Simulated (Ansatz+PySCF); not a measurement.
The numbers below are computed, except where a source is named.
Input for PySCF 2.14.0:

```python
from pyscf import gto, scf, mp

mol = gto.M(atom="""
C 0.000000 0.576120 -1.135840
C 0.000000 -0.576120 -1.135840
C 0.000000 1.345510 -0.123170
C 0.000000 -1.345510 -0.123170
C 0.000000 0.646420 0.970250
C 0.000000 -0.646420 0.970250
H 0.000000 2.350080 -0.119850
H 0.000000 -2.350080 -0.119850
H 0.000000 1.131330 1.852410
H 0.000000 -1.131330 1.852410
""", basis='def2-svp', charge=0, spin=0)
mf = scf.RHF(mol)
mf.kernel()
pt = mp.MP2(mf, frozen=6).run()
print(mf.e_tot, pt.e_corr, pt.e_tot)
```

The script is written out from the run's settings.

Output:

```
Converged          : yes
Reference energy   : -229.11438 hartree
Correlation energy : -0.76026 hartree
Total energy       : -229.87464 hartree
```
